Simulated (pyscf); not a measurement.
Structures and frequencies: ωB97X-D3(BJ)/def2-SVP in PySCF.

Task: What is the homolytic dissociation enthalpy (298 K, ωB97M-D3(BJ)/def2-TZVP) of the C–Ge bond of H₃C–CH(CH₃)–GeH₃, to H₃C–CH•–CH₃ + GeH₃•?

Result: C–Ge to H₃C–CH•–CH₃ + GeH₃•: 294.7 kJ/mol. The 7 functionals that were run give +268.1 (r²SCAN) to +313.3 kJ/mol (ωB97X-D3(BJ)/def2-TZVP). Other isomers of H₃C–CH•–CH₃ were not searched in full and may lie lower. Elements up to Kr have no core potential and no relativistic terms here.
